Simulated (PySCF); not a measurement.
Geometry:
```tsv
atom	x (Å)	y (Å)	z (Å)
C1	1.875	0.986	0.521
C2	1.252	-0.121	0.167
C3	0.014	-0.646	0.827
C4	-1.135	-0.686	-0.160
C5	-2.061	0.424	-0.282
N6	-2.541	-0.550	0.345
H7	1.529	1.593	1.342
H8	2.761	1.331	0.015
H9	1.619	-0.714	-0.661
H10	-0.259	-0.017	1.676
H11	0.200	-1.660	1.196
H12	-0.995	-1.347	-1.010
H13	-2.263	1.408	-0.628
```

Geometry: GFN2-xTB; GIAO absolute shieldings from PySCF 2.14, gas phase, non-relativistic, averaged over equivalent atoms.

At HSE06/def2-SVP (119 basis functions, 28 s wall time on 1 thread of an Arm Neoverse V1, shared host):
```json
{"atoms": "C5", "σ (ppm)": "24.2"}
{"atoms": "C2", "σ (ppm)": "60.8"}
{"atoms": "C1", "σ (ppm)": "81.6"}
{"atoms": "C3", "σ (ppm)": "152.5"}
{"atoms": "C4", "σ (ppm)": "168.2"}
{"atoms": "N6", "σ (ppm)": "-65.0"}
{"atoms": "H13", "σ (ppm)": "21.40"}
{"atoms": "H9", "σ (ppm)": "25.77"}
{"atoms": "H7", "σ (ppm)": "26.76"}
{"atoms": "H8", "σ (ppm)": "26.77"}
{"atoms": "H11", "σ (ppm)": "28.74"}
{"atoms": "H12", "σ (ppm)": "30.35"}
{"atoms": "H10", "σ (ppm)": "30.93"}
```

Task: What do these become at PBE0/pcSseg-1?

Result: 
```
atoms  σ at PBE0/pcSseg-1  change
   C5                 4.3   -19.9
   C2                42.7   -18.1
   C1                65.0   -16.6
   C3               139.8   -12.7
   C4               158.6    -9.6
   N6               -96.8   -31.8
  H13               21.00   -0.40
   H9               25.51   -0.26
   H7               26.43   -0.33
   H8               26.40   -0.37
  H11               28.45   -0.29
  H12               30.14   -0.21
  H10               30.78   -0.15
```

The largest change is at N6 (imine nitrogen). Cost: 137 basis functions, 15 s wall time on 1 thread of an Arm Neoverse V1, shared host. The order of the carbon signals is the same at both levels.
